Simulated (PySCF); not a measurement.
C₅H₆S.
SMILES: `C(=C/SC)/C#C`

Torsions of this conformer, `[CH:1]#[C:2]/[CH:3]=[CH:4]\[S:5][CH3:6]`: C3–C4–S5–C6 0°.

The closed-shell ground state was solved at several levels (PySCF, density fitting, gas phase, non-relativistic). The structure is a single PBE0-D3(BJ)/def2-SVP conformer in the gas phase; no vibrational or solvent corrections.

```
        level  basis functions  HOMO (eV)  LUMO (eV)  gap (eV)  dipole (D)
 B3LYP/6-31G*              100      -5.61      -0.63      4.98        0.81
B3LYP/cc-pVTZ              268      -5.87      -1.04      4.83        0.76
```

(1) What might B3LYP/def2-TZVP (228 basis functions) give for the same quantities?

(2) Over all these levels, which gives the widest orbital gap and which the narrowest?

(3) How much does the basis alone move the frontier levels among the 3 B3LYP rows (the withheld one included)?

(4) How far do the dipole and the HOMO energy spread over the levels?

Answers

(1) HOMO -5.89 eV, LUMO -1.09 eV, gap 4.80 eV, dipole 0.77 D.

(2) B3LYP/6-31G* has the widest, 4.98 eV, and B3LYP/def2-TZVP the narrowest, 4.80 eV. From the narrowest to the widest the HOMO moves by +0.28 eV and the LUMO by +0.46 eV.

(3) The HOMO by 0.28 eV and the LUMO by 0.46 eV. By rising basis size (HOMO, LUMO in eV): 6-31G* -5.61, -0.63; def2-TZVP -5.89, -1.09; cc-pVTZ -5.87, -1.04.

(4) The dipole runs from 0.76 to 0.81 D (mean 0.78 D) and the HOMO from -5.89 to -5.61 eV.
